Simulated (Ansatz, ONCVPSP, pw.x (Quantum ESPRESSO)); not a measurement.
From atom to crystal: ONCV potential for Ta (Z = 73)

- Element: Ta (Z = 73)
- Generator: ONCVPSP 4.0.1.1 (patched build)
- Type: optimised norm-conserving Vanderbilt (ONCV)
- Functional: LDA (Perdew-Wang 92)
- Relativity: scalar-relativistic
- Frozen core: [Kr] 4d10 4f14
- Valence charge: 13
- Reference configuration: 5s2 5p6 5d3 6s2
- Partial waves: 5s+6s: rc 1.70 bohr, ncon 4, nbas 8, qcut 8.3 1/bohr, 2 projectors; 5p: rc 1.80 bohr, ncon 4, nbas 8, qcut 8.6 1/bohr, 2 projectors, debl 2.6 Ha; 5d: rc 2.80 bohr, ncon 3, nbas 8, qcut 5.7 1/bohr, 2 projectors, debl 1.1 Ha; f scattering state at 0.04 Ha: rc 2.30 bohr, ncon 4, nbas 7, qcut 5.6 1/bohr, 1 projector
- Local potential: polynomial inside 1.10 bohr (lpopt 4, dvloc0 6 Ha)
- Core correction: Teter function, fcfact 5.25, rcfact 1.65

Atomic tests: cutoffs needed: 22 Ha and 26 Ha (the cutoffs (Ha) at which the residual kinetic energy of the hardest occupied pseudo-wave falls to 1 and 0.1 mHa per electron); ghost test: no bound ghost flagged; GHOST(+) flagged for s at 317.1 eV; largest excitation error: -30 meV (all-electron minus pseudo) for 5s2 5p6 5d2 6s0, out of 4 test configurations.

Crystal test: bcc Ta in pw.x 7.5, no spin, 14³ k-points, Fermi–Dirac smearing 0.01 Ry, cutoffs 65/260 Ry. The reference is all-electron LAPW (Ansatz 0.2.0) with the same functional, mesh and smearing; V0 and B0 come from Birch–Murnaghan fits to the pressures at five volumes. Errors are pseudo minus all-electron; Δ is the rms difference of the E(V) curves that follow from these fits, minima aligned, over ±6 % about the mean V0. Mesh and smearing are coarse, so the numbers serve the comparison and aren't converged zero-temperature values; the lattice is a test structure that the element need not adopt.

All-electron: a0 = 3.255 Å (V0 = 17.24 Å³/atom), B0 = 217.7 GPa.

**Question.** How far does the potential miss the all-electron equation of state?

**Answer.** mean pressure error (GPa): -0.99; a0 (Å): 3.250; a0 error (%): -0.15; B0 error (%): +0.4; Δ (meV/atom): 3.6. The largest radius (2.80 bohr) exceeds half the bond length (2.66 bohr), so the spheres overlap, which is one possible source of error among others.

```
V (Å³/atom)  P all-electron (GPa)  P pseudo (GPa)
     16.272                 13.97           12.83
     16.700                  7.30            6.25
     17.128                  1.38            0.40
     17.556                 -3.88           -4.79
     17.984                 -8.54           -9.39
```

**Question.** At the middle volume, how do free energy and pressure move when the wave cutoff is lowered (ecutrho kept at four times it)?

**Answer.**

```csv
cutoff (Ry),shift of F (meV/atom),shift of P (GPa)
29,+2774.7,-71.50
39,+523.8,-24.20
52,+27.1,-2.31
```

The run at the middle volume (104 k-points, 7 iterations) took about 16 s on one core of a shared host (Neoverse-V2, 96 threads, 742 GiB, load 48).
